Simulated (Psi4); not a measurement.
Computed with SAPT0/jun-cc-pVDZ, frozen core run with Psi4.

Psi4 input:

```
molecule {
0 1
O -0.00124040 0.38959957 0.00000000
H -0.76439709 -0.19723579 -0.00000000
H 0.76563750 -0.19236378 0.00000000
--
0 1
C 3.31797124 -0.78750145 -0.59111008
O 2.30761911 -1.28769413 0.27346312
H 2.90926755 -0.81257558 -1.60022363
H 3.58967690 0.24728081 -0.35465863
H 4.22306846 -1.40464638 -0.57013969
H 2.64079222 -1.27746897 1.17597893
units angstrom
symmetry c1
no_reorient
no_com
}
set basis jun-cc-pvdz
set scf_type df
set freeze_core true
energy('sapt0')
```

Part of the output:

```
    SAPT Results
  --------------------------------------------------------------------------------------------------------
    Electrostatics                -15.05806652 [mEh]      -9.44907939 [kcal/mol]     -39.53494819 [kJ/mol]
      Elst10,r                    -15.05806652 [mEh]      -9.44907939 [kcal/mol]     -39.53494819 [kJ/mol]

    Exchange                       13.22974051 [mEh]       8.30178751 [kcal/mol]      34.73467893 [kJ/mol]
      Exch10                       13.22974051 [mEh]       8.30178751 [kcal/mol]      34.73467893 [kJ/mol]
      Exch10(S^2)                  13.12076772 [mEh]       8.23340605 [kcal/mol]      34.44857091 [kJ/mol]

    Induction                      -3.99404387 [mEh]      -2.50630037 [kcal/mol]     -10.48636074 [kJ/mol]
      Ind20,r                      -5.52896012 [mEh]      -3.46947486 [kcal/mol]     -14.51628280 [kJ/mol]
      Exch-Ind20,r                  3.16801240 [mEh]       1.98795780 [kcal/mol]       8.31761542 [kJ/mol]
      delta HF,r (2)               -1.63309615 [mEh]      -1.02478331 [kcal/mol]      -4.28769336 [kJ/mol]

    Dispersion                     -2.76109355 [mEh]      -1.73261236 [kcal/mol]      -7.24925013 [kJ/mol]
      Disp20                       -3.45825504 [mEh]      -2.17008780 [kcal/mol]      -9.07964736 [kJ/mol]
      Exch-Disp20                   0.69716149 [mEh]       0.43747544 [kcal/mol]       1.83039723 [kJ/mol]
      Disp20 (SS)                  -1.72912752 [mEh]      -1.08504390 [kcal/mol]      -4.53982368 [kJ/mol]
      Disp20 (OS)                  -1.72912752 [mEh]      -1.08504390 [kcal/mol]      -4.53982368 [kJ/mol]
      Exch-Disp20 (SS)              0.40110820 [mEh]       0.25169920 [kcal/mol]       1.05310945 [kJ/mol]
      Exch-Disp20 (OS)              0.29605328 [mEh]       0.18577624 [kcal/mol]       0.77728778 [kJ/mol]

  Total HF                         -5.82236988 [mEh]      -3.65359226 [kcal/mol]     -15.28663000 [kJ/mol]
  Total SAPT0                      -8.58346343 [mEh]      -5.38620462 [kcal/mol]     -22.53588013 [kJ/mol]
```
